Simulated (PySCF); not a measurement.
Structure problem from calculated spectra and properties.

Formula: C2F3N.

| Item | Value |
| --- | --- |
| 13C NMR | chemical shifts (computed TMS as zero) by class: 193.0 (1 C), 117.0 (1 C) ppm [GIAO PBE0/pcSseg-1] |
| NMR, other nuclei | isotropic shieldings of nuclei other than C and H, by class: 70 (1 N), 233 (3 F) ppm [GIAO PBE0/pcSseg-1] |
| Rotational structure | rotational constants A, B, C: 5.742, 3.214, 3.214 GHz [GFN2-xTB] |
| Dipole | 0.76 D [PBE0/pcSseg-1] |
| Couplings | largest of the computed one-bond spin–spin couplings (means over like bonds): 19F–13C -343.1 (×3), 15N–13C -37.6, 15N–13C -6.6 Hz [B3LYP/pcJ-1] |

Gas-phase values; electronic properties from PySCF, density fitting. Levels stand in brackets. Geometry: GFN2-xTB; no solvent, vibrations or thermal averaging. Each NMR value is the plain mean over a class of atoms that symmetry, rotation or inversion makes alike.

Problem. What is the compound? Reason from the data.

Solution. Numbering: `[C-:1]#[N+:2][C:3]([F:4])([F:5])[F:6]`. 2 carbons fall into 2 classes; from least to most shielded: isocyanide carbon [C1] (193.0 ppm), CF3 carbon [C3] (117.0 ppm). The other shieldings belong to: 70 ppm, isocyanide nitrogen [N2]; 233 ppm, fluorine of a CF3 group [F4/F5/F6]. The couplings run between: -343.1 Hz, fluorine of a CF3 group [F4] and CF3 carbon [C3] (with 2 like pairs); -37.6 Hz, isocyanide nitrogen [N2] and CF3 carbon [C3]; -6.6 Hz, isocyanide nitrogen [N2] and isocyanide carbon [C1]. The optimised geometry has point group C3v and is a prolate symmetric top. Structure: `[C-]#[N+]C(F)(F)F`. The assignments are read from this structure; whether some other isomer fits the data as well wasn't checked.
